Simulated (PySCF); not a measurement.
# EPR parameters of C4HN

Species: C₄HN (triplet state).
Cartesian coordinates in Å at the GFN2-xTB level; atoms count from 1:
```
atom  x, y, z in Å
C1    -1.7404   -0.1619    0.9387
C2    -0.6254   -0.0571    0.4158
C3     0.5448    0.0514   -0.1298
C4     1.7255    0.1601   -0.6791
N5     2.7868    0.2579   -1.1728
H6    -2.6882   -0.2485    1.3787
```

Identity: `C#C[C]C#N` [triplet].

Theory: PySCF, UKS B3LYP, pcH-1 on C H N, non-relativistic, mean-field spin-orbit, GIAO. Isolated species at its GFN2-xTB geometry, gas phase. This triplet need not be the ground state; the singlet was not compared here. Couplings are sensitive to structure, and on GFN2-xTB geometries they can be far from those on DFT ones. Stability of the SCF solution: not tested. ⟨S²⟩ is 2.075 where a pure state has 2.00.

```
g1, g2, g3                      : 2.00219, 2.00289, 2.00289
g_iso                           : 2.00265
Form of g                       : axial
⟨S²⟩                            : 2.0746 (exact 2.0000)
α and β electrons               : 17, 15
HOMO–LUMO gap, α and β orbitals : 6.66, 5.28 eV
Total energy                    : -207.61350 Eh
```

Hyperfine couplings atom by atom, in mT; T1 to T3 are the principal values of the dipolar part; ρ(0) is the spin density at the nucleus (MHz turned into mT with g_iso):

```tsv
atom	isotope	a_iso	T1	T2	T3	Mulliken spin population	ρ(0) (bohr⁻³)
C1	13C	1.56	-1.51	0.75	0.75	1.00	0.0779
C2	13C	-2.13	-0.36	-0.36	0.72	-0.43	-0.1060
C3	13C	1.87	-1.78	0.89	0.89	1.13	0.0934
C4	13C	-1.80	-0.34	-0.34	0.68	-0.35	-0.0899
N5	14N	0.29	-0.60	0.30	0.30	0.70	0.0511
H6	1H	-1.40	-0.36	-0.36	0.72	-0.04	-0.0176
```

Largest spin populations (Mulliken): C3 (+1.13), C1 (+1.00), N5 (+0.70) and C2 (-0.43). Three atoms exceed +0.15. The positive populations add up to 2.83 and the negative ones to -0.83, together 2S = 2.

Axes: g1 lies along the molecular axis.

The 13C coupling of C2 (-59.6 MHz) shows only in satellite lines or after enrichment, since that isotope makes up about 1.07 % of natural carbon.

Examples of negative spin density at the nucleus (bohr⁻³): C2 (-0.1060), C4 (-0.0899) and H6 (-0.0176).

Hardware: one thread of an Arm Neoverse V1, shared host with 32 logical CPUs at a one-minute load of 18. Cost: 14 s wall (with the writing of density and orbital grids), 0.45 GiB resident at most.
